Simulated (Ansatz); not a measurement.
A made-up structure of CH$_{3}$S (charge -1), singlet:

```xyz
5
angstrom
C -0.1803 -0.5888 -0.1705
S 0.2664 1.0215 0.4374
H 0.9643 0.3103 1.3630
H 0.3238 -1.3422 0.4466
H 0.8568 1.6136 -0.6387
```

It is relaxed with PBE-D4/def2-SVPD and then PBE0-D4/def2-TZVPD (Ansatz 0.2.0). Atoms count as bonded within 1.22 times the sum of their covalent radii (H–H: 0.88 Å). The end point is not checked to be a true minimum.

(1) Does its bonding change? (Judge from chemistry; the calculation decides.)

Results:

(1) The calculation gives: No: no bond forms or breaks.

Where it ends: The first stage lowers the energy by 1.84 eV in 15 steps. It ends as CH₃S ([CH][SH2]), total charge -1:
C1  (-0.437, -0.708, 0.083)
S2  (0.088, 0.787, 0.413)
H3  (1.106, 0.988, 1.454)
H4  (0.358, -1.455, -0.075)
H5  (1.117, 1.401, -0.438)
(Å)

Labels in which every atom is bracketed show which atoms are joined, not bond orders.

For scale, one of the runs: PBE0-D4/def2-TZVPD relaxation, 110 basis functions, launched by `ansatz run in.yaml --threads 2 --pin off --events-out ev --progress --plain --max-ram 4352MiB`. The run took about 10 s on 2 CPU threads of an Arm Neoverse V1 (shared host).
